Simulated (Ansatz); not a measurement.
Two shapes of singlet CHO(+).

Shape 1:

```xyz
3

H     0.0000    0.0000   -1.4961
C     0.0000    0.0000   -0.4738
O     0.0000    0.0000    0.5423
```

Shape 2:

```xyz
3

H    -0.0087    0.0019   -1.6217
C     0.0097    0.0010   -0.5127
O    -0.0023    0.0072    0.5960
```

Basis set: def2-TZVP (spherical functions). Correlated methods keep 2 orbitals frozen. Charge 1, multiplicity 1.

Computed with Ansatz (development build ahead of 0.2.0); each method stands on the lowest determinant of its kind that the runs found.

**Question.** Which shape is lower in energy, and by how much in each method?

**Answer.**

| method | E(2) − E(1) (eV) |
| --- | --- |
| RHF | -0.367 |
| RHF-MP2 | -0.927 |

Shape 2 is lower. Caution: no unrestricted run beside it, a lower state can exist.
